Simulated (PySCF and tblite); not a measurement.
Results of a calculation; reference values are marked as such.
C4H5N, numbered as in [CH2:1]=[CH:2][CH2:3][C:4]#[N:5]. The same 2 conformers on PBE0-D3(BJ)/def2-SVP geometries, with only the basis set of the single-point energies changed (functional PBE0, solvent none (gas phase), D3(BJ) where defined; PySCF).

Torsions listed: C1–C2–C3–C4. Of a mirror pair one member is shown.

```csv
conformer,shape,symmetry,dipole D
1,0°,Cs,3.91
2,123°,C1 (pair),4.01
```

Energies (kcal/mol) above conformer 1 and its weight at 298.15 K (thermal terms from GFN2-xTB):

```
basis set  E(2) − E(1)  weight of 1 (%)
def2-TZVP         0.80               71
   6-31G*         0.62               64
 def2-SVP            ?                ?
  pcseg-1         0.79               70
 6-311G**         0.75               69
def2-SVPD         0.95               76
  pcseg-2         0.77               70
```

Question: What does def2-SVP give?

Answer: E(2) − E(1) = 0.92 kcal/mol, weight of conformer 1 75 %.

Question: How much does the choice of basis set matter?

Answer: The widest range is that of E(2) − E(1), which runs from 0.62 (6-31G*) to 0.95 kcal/mol (def2-SVPD), a spread of 0.33, against RT = 0.59.
